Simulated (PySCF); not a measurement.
## Boron: a sound run and one with changed settings

Sound run: B [He] 2s2 2p1, B⁺ [He] 2s2. All numbers are calculated (PySCF 2.14, the non-relativistic Hamiltonian (point nucleus), in def2-TZVP). The sound run starts from symmetry-adapted Hartree-Fock orbitals and uses a fine grid where one is needed.

Changed run: radial step 0.3 in ln r (0.13 in the sound run). This setting is unsound on purpose.

```json
{"species": "B", "method": "UHF", "sound run (hartree)": "-24.53233", "changed run (hartree)": "-24.53233", "converged": "yes"}
{"species": "B", "method": "MN15", "sound run (hartree)": "-24.62714", "changed run (hartree)": "-24.62616", "converged": "yes"}
{"species": "B", "method": "r2SCAN", "sound run (hartree)": "-24.63680", "changed run (hartree)": "-24.63682", "converged": "yes"}
{"species": "B⁺", "method": "UHF", "sound run (hartree)": "-24.23683", "changed run (hartree)": "-24.23683", "converged": "yes"}
{"species": "B⁺", "method": "MN15", "sound run (hartree)": "-24.32553", "changed run (hartree)": "-24.32571", "converged": "yes"}
{"species": "B⁺", "method": "r2SCAN", "sound run (hartree)": "-24.31467", "changed run (hartree)": "-24.31247", "converged": "yes"}
```

Ionisation energy of B:

| method | sound run (eV) | changed run (eV) |
| --- | --- | --- |
| UHF | 8.041 | 8.041 |
| MN15 | 8.207 | 8.176 |
| r2SCAN | 8.766 | 8.826 |

A coarse radial grid mis-integrates the density and the exchange-correlation energy, with errors of either sign; Hartree-Fock needs no grid.

For comparison, NIST gives 8.298 eV between the lowest levels.
